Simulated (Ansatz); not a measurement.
Reaction (SMILES): [S]C (CH3-S) → C[S-] (an electron is taken up)
B3LYP-D3(BJ)/def2-TZVP geometries, fixed; electronic energies without zero-point terms; positive where energy is released.
Largest species:
```xyz
5

C     -0.0139     1.1056     0.0124
S      0.0013    -0.6916    -0.0079
H      1.0336     1.4242     0.0401
H     -0.5062     1.4939     0.9033
H     -0.4650     1.5146    -0.8909
```
Charge 0, spin multiplicity 2.

Basis-set convergence of the adiabatic electron affinity at r2SCAN with Ansatz (a program for electronic structure). Cartesian d functions, on some or all atoms, in 6-31G*, 6-31+G*, 6-31G**; all else is spherical. The program fits the integrals of some runs and decomposes those of others, by size. Open shells are unrestricted. No added dispersion term, no relativity. Functions are those of the species that has most. Reference: the value in aug-pcseg-3, 1.721 eV, itself unsure by roughly 0.004 eV (its mean distance from aug-cc-pV(Q+d)Z, def2-QZVPPD). Deviations are taken from unrounded values.

| basis | functions | adiabatic electron affinity (eV) | minus reference (eV) |
|---|---|---|---|
| STO-3G | 17 | -4.157 | -5.878 |
| 6-31G | 28 | 1.478 | -0.243 |
| def2-SV(P) | 38 | 1.030 | -0.691 |
| 6-31G* | 40 | 1.370 | -0.351 |
| def2-SVP | 47 | 1.038 | -0.683 |
| pcseg-1 | 47 | 1.633 | -0.088 |
| 6-31+G* | 48 | 1.745 | 0.024 |
| 6-31G** | 49 | 1.377 | -0.344 |
| aug-pcseg-1 | 77 | 1.803 | 0.082 |
| def2-TZVP | 86 | 1.480 | -0.241 |
| jun-cc-pV(T+d)Z | 129 | 1.726 | 0.004 |
| def2-TZVPPD | 139 | 1.718 | -0.003 |
| aug-pcseg-2 | 165 | 1.730 | 0.008 |
| aug-cc-pV(T+d)Z | 170 | 1.723 | 0.002 |
| def2-QZVPP | 217 | 1.631 | -0.090 |
| pcseg-3 | 223 | 1.683 | -0.038 |
| aug-cc-pV(Q+d)Z | 307 | 1.719 | -0.002 |
| cc-pV(5+d)Z | 356 | 1.640 | -0.081 |

The smallest set listed that lies within 0.05 eV of the reference with all its larger relatives (same family, alike in diffuse functions; a set with none counts only in the reference's own line) is 6-31+G* (48 functions, 0.024 eV off). (Relatives not listed, tested too: 6-311+G** 0.041, 6-311++G(2d,2p) 0.026, 6-311++G(3df,3pd) 0.000, def2-QZVPPD -0.006, aug-pcseg-3 0.000, pcseg-4 -0.016 eV.)
